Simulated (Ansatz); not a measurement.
A made-up structure of C$_{2}$H$_{4}$B (charge +1), closed shell:

```
7
angstrom
B -0.7828 -0.2220 -0.5609
C 0.4772 0.4524 -0.6381
C 0.4008 0.0043 0.6253
H -1.8379 -0.7291 -0.6740
H 1.2244 1.0118 -1.1774
H 1.0560 0.0607 1.4947
H 0.1965 0.7983 0.3238
```

It is relaxed with PBE-D4/def2-SVP and then PBE0-D4/def2-TZVP (Ansatz 0.2.0). Atoms count as bonded within 1.22 times the sum of their covalent radii (H–H: 0.88 Å). The end point is not checked to be a true minimum.

Does its bonding change? (A judgement: the text doesn't fix the answer.)

The calculation gives: No: no bond forms or breaks.

Where it ends: The first stage lowers the energy by 4.24 eV in 14 steps. It ends as C₂H₄B ([H]1[CH]2[BH][CH]12), total charge +1:
```xyz
7
angstrom
B -0.7398 -0.3538 -0.4021
C 0.3437 0.5802 -0.6944
C 0.2006 0.0314 0.6462
H -1.6783 -0.9634 -0.7519
H 0.9267 1.2425 -1.3384
H 0.6067 0.0149 1.6601
H 1.0747 0.8246 0.2739
```

Labels in which every atom is bracketed show which atoms are joined, not bond orders.

For scale, one of the runs: PBE0-D4/def2-TZVP relaxation, 117 basis functions, launched by `ansatz run in.yaml --threads 2 --pin off --events-out ev --progress --plain --max-ram 4352MiB`. The run took about 11 s on 2 CPU threads of an Arm Neoverse V1 (shared host).
